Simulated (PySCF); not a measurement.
Orbital picture of SH

BP86 at R = 1.346 Å; H def2-TZVPPD, S def2-TZVPPD; no relativity (PySCF 2.14). State: ²Π (doublet), unpaired electrons π ↑. Only the outer orbitals are listed, counted within each symmetry.

```
spin  orbital  occ.  ε (eV)  on H (%)         main shells (%)
   α       4σ     1  -18.39         8           89 S s, 8 H s
   α       5σ     1  -10.29        28  60 S p, 27 H s, 11 S s
   α       2π     1   -7.91         1                  99 S p
   α       2π     1   -6.66         2                  98 S p
   α       6σ     0   -0.70         6  60 S s, 25 H p, 21 S d
   β       4σ     1  -17.54        12          84 S s, 12 H s
   β       5σ     1   -9.98        28  57 S p, 28 H s, 13 S s
   β       2π     1   -6.34         2                  98 S p
   β       2π     0   -5.93         3                  97 S p
   β       6σ     0   -0.49         0  67 S s, 29 H p, 20 S d
```

Which are the highest filled and the lowest empty level, where do they sit, and how wide is the gap?

Highest filled β 2π at -6.34 eV (in %: 98 S p); lowest empty β 2π at -5.93 eV (in %: 97 S p); the gap at BP86 is 0.41 eV. Both belong to one degenerate shell, split only by its one-sided filling, so this is no excitation gap.

* bond order (Mayer): 0.97
* ⟨S²⟩: 0.754
* charge on H (Mulliken, basis-dependent): 0.19
* charge on H (Löwdin, basis-dependent): -0.44
* dipole moment (positive dipole means H(−)S(+)): -0.75 D

The state is the lowest determinant that a PBE0 search found; another state may lie lower at other levels.
